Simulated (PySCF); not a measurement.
# Unknown compound

An unknown has the formula CFN3O. Its calculated NMR data are:

¹³C{¹H} NMR (computed): δ 183.9 (C, d, J = 345.0 Hz).

- geometry: GFN2-xTB
- σ from GIAO-PBE0/pcSseg-1
- couplings computed with B3LYP/pcJ-1
- run in PySCF 2.14.0 with density-fitted response routines
- single conformer, isolated molecule, non-relativistic Hamiltonian

δ = σ(ref) − σ, references computed at the same level: ¹³C (σ = 186.93 ppm) vs TMS.

What is the structure?

Results:


1. Rings plus π bonds: 3 (1 ring in the answer).
2. Carbon types of the structure: 1 × C.
3. δC 183.9: aromatic carbon bearing fluorine; an ipso carbon deshielded by its heteroatom.

The compound is SMILES n1c(F)non1.

The data come from this structure; uniqueness wasn't tested.

Common functionals overestimate the size of one-bond C–F couplings by tens of Hz; these are unscaled. Shifts are as computed. Against solution values, carbons near 30 ppm lie about +3 ppm off and those near 130 ppm about +5 ppm. Of 1211 compounds with measured shifts, 218 miss one by over three times the rms of a fit or turn the order of signals round; such compounds aren't used in these exercises.
